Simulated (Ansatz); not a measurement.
Reaction (SMILES): N#[C] (C-N) → CN- (singlet, bonded as [C]#N) (an electron is taken up)
B3LYP-D3(BJ)/def2-TZVP geometries, fixed; electronic energies without zero-point terms; positive where energy is released.

The adiabatic electron affinity at MP2 with Ansatz (a quantum-chemistry and plane-wave program), in eV, split into its Hartree-Fock and correlation parts. Cores are frozen. The T1 diagnostic of CCSD is high for at least one species. An unrestricted Hartree-Fock determinant is markedly spin-contaminated. Open shells are unrestricted. No added dispersion term, no relativity. Functions are those of the species that has most.

```csv
basis,X,functions,Hartree-Fock,MP2
aug-cc-pVDZ,2,46,2.914,4.581
aug-cc-pVTZ,3,92,2.893,4.772
aug-cc-pVQZ,4,160,2.885,4.842
```

Worked estimate of the basis-set limit from each neighbouring pair, with Hartree-Fock from the larger set and the correlation part extrapolated as X^-3.
Correlation parts: X = 2: 1.667, X = 3: 1.879, X = 4: 1.957.
- (2,3): (27·(1.879) - 8·(1.667))/19 = 1.968; with Hartree-Fock 2.893 the estimate is 4.861 eV.
- (3,4): (64·(1.957) - 27·(1.879))/37 = 2.014; with Hartree-Fock 2.885 the estimate is 4.899 eV.
The last two estimates differ by 0.038 eV; the largest set lies 0.057 from the last. Over the last step Hartree-Fock moves by -0.008 and the correlation part by 0.078.
